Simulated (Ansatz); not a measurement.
C$_{3}$H$_{5}$ClO, SMILES `C/C=C(\O)Cl`, relaxed with RKS PBE0-D4/def2-TZVP in the Gaussian-basis code of Ansatz from a PBE-D4/def2-SVP geometry. The force threshold is 0.005 eV/Å; the program also tests the step.

Charge 0, multiplicity 1.

Start:

```xyz
10

C     1.113   -0.043    0.902
C    -0.339    0.163    0.590
C    -0.850    0.063   -0.653
O    -0.112   -0.189   -1.763
Cl   -2.569    0.292   -0.970
H     1.251   -0.812    1.693
H     1.679   -0.365    0.006
H     1.585    0.889    1.283
H    -1.035    0.419    1.401
H    -0.722   -0.417   -2.490
```

```json
{"step": "1", "energy (eV)": "-17754.1040", "largest force (eV/Å)": "0.811", "largest move (Å)": "0.000"}
{"step": "2", "energy (eV)": "-17754.1533", "largest force (eV/Å)": "0.232", "largest move (Å)": "0.025"}
{"step": "3", "energy (eV)": "-17754.1586", "largest force (eV/Å)": "0.080", "largest move (Å)": "0.013"}
{"step": "4", "energy (eV)": "-17754.1588", "largest force (eV/Å)": "0.040", "largest move (Å)": "0.006"}
{"step": "5", "energy (eV)": "-17754.1589", "largest force (eV/Å)": "0.010", "largest move (Å)": "0.003"}
{"step": "6", "energy (eV)": "-17754.1589", "largest force (eV/Å)": "0.005", "largest move (Å)": "0.001"}
```

End:

```xyz
10

C     1.105   -0.042    0.891
C    -0.338    0.162    0.581
C    -0.846    0.065   -0.639
O    -0.116   -0.190   -1.743
Cl   -2.538    0.295   -0.950
H     1.233   -0.805    1.666
H     1.663   -0.355    0.009
H     1.560    0.878    1.271
H    -1.019    0.413    1.382
H    -0.704   -0.420   -2.468
```

Hardware: 4 threads of an Arm Neoverse V1 on a shared host. Wall time 20 s, peak host memory 0.46 GiB.
